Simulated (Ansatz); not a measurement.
C4H8O2 (`CC1OCCO1`), relaxed with RKS PBE0-D4/def2-TZVP in Ansatz from a PBE-D4/def2-SVP geometry. The force threshold is 0.005 eV/Å; the program also tests the step.

Total charge 0; spin multiplicity 1.

Start:

```xyz
14

C     1.618    1.178   -0.486
C     0.621    0.348    0.292
O    -0.679    0.886    0.165
C    -1.540   -0.205    0.443
C    -0.804   -1.396   -0.207
O     0.559   -0.984   -0.222
H     1.662    2.206   -0.077
H     1.309    1.218   -1.549
H     2.625    0.723   -0.417
H     0.902    0.299    1.382
H    -1.656   -0.359    1.545
H    -2.537    0.004    0.007
H    -1.153   -1.581   -1.249
H    -0.928   -2.338    0.373
```

```tsv
step	energy (eV)	largest force (eV/Å)	largest move (Å)
1	-8366.0881	0.538	0.000
2	-8366.1458	0.193	0.024
3	-8366.1519	0.043	0.012
4	-8366.1520	0.016	0.003
5	-8366.1521	0.028	0.018
6	-8366.1524	0.024	0.022
7	-8366.1526	0.028	0.035
8	-8366.1526	0.013	0.002
9	-8366.1526	0.002	0.003
10	-8366.1526	0.001	0.005
```

End:

```xyz
14

C     1.614    1.179   -0.471
C     0.613    0.337    0.260
O    -0.674    0.881    0.151
C    -1.533   -0.200    0.432
C    -0.806   -1.394   -0.192
O     0.536   -0.954   -0.306
H     1.662    2.174   -0.025
H     1.323    1.266   -1.519
H     2.600    0.717   -0.411
H     0.875    0.240    1.330
H    -1.650   -0.328    1.516
H    -2.508    0.003   -0.010
H    -1.184   -1.634   -1.190
H    -0.867   -2.289    0.435
```

Run time 17 s (2 threads of an AMD EPYC 7R13 on a shared host and a share of an NVIDIA H100 80 GB); peak host memory 0.86 GiB.
